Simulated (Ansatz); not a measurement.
A structure of SiC relaxed with PBEsol (plane waves to 420 eV, PAW, scalar-relativistic; Ansatz, a first-principles code); single points at other levels follow on the same geometry (Ansatz, PAW; HSE06 at 420 eV on a 8×8×8 k-mesh; no spin-orbit coupling). Space group F-43m (No. 216).

```
CELL_PARAMETERS angstrom
      0.00000     2.17839     2.17839
      2.17839     0.00000     2.17839
      2.17839     2.17839     0.00000
ATOMIC_POSITIONS crystal
  C  0.75000 0.75000 0.75000
  Si 0.00000 0.00000 0.00000
```

```json
[
 {"level": "PBEsol", "gap (eV)": "1.24", "kind": "indirect", "conduction minimum": "X"},
 {"level": "HSE06", "gap (eV)": "…", "kind": "–", "conduction minimum": "…"}
]
```

### Question
What belongs in the gaps?

### Answer

- HSE06, gap (eV): 2.23
- HSE06, conduction minimum: X

HSE06 gaps come from a coarse mesh plus a few chosen points, so they may be too large. No spin polarisation in the result.

Measured for SiC: a 4.346 Å (static lattice; corrected from measurement; as listed in Daniel Mejia-Rodriguez, S. B. Trickey, Phys. Rev. B (2018)); gap 2.53 eV (static lattice; corrected from measurement; as listed in Wei Chen et al., Physical Review Materials (2018)). Computed minus measured — a: PBEsol +0.2 %; gap: PBEsol -1.29 eV, HSE06 -0.30 eV. The computed values are for a static lattice, and a measured gap can be an optical one, lowered by exciton binding.

The run could not lose the symmetry of its start.

All atoms sit on sites fixed by symmetry, so only the cell could relax.
